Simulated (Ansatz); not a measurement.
```xyz
12

C    -1.621    0.119   -0.748
C    -0.494   -0.188    0.189
F    -0.523   -1.531    0.526
O     0.709    0.087   -0.449
C     1.817    0.072    0.370
F     1.858    1.209    1.145
H    -1.493   -0.451   -1.669
H    -1.625    1.184   -0.985
H    -2.571   -0.148   -0.286
H    -0.562    0.361    1.135
H     2.694    0.070   -0.278
H     1.812   -0.785    1.050
```

Total charge 0; spin multiplicity 1.

Q: List the PBE0/def2-TZVPP orbital energies in eV (Ansatz 0.2.0). (Best estimate.)

A: The calculation gave: Occupied: -673.90, -673.83, -523.76, -281.83, -281.66, -278.28, -34.03, -33.75, -30.07, -22.09, -19.58, -17.74, -15.77, -15.31, -14.90, -14.23, -13.21, -12.28, -11.69, -11.49, -10.92, -10.77, -10.29, -9.33, -9.28. Lowest empty: 1.54, 1.88, 2.45, 2.98, 3.09, 3.21, 3.40, 3.73.
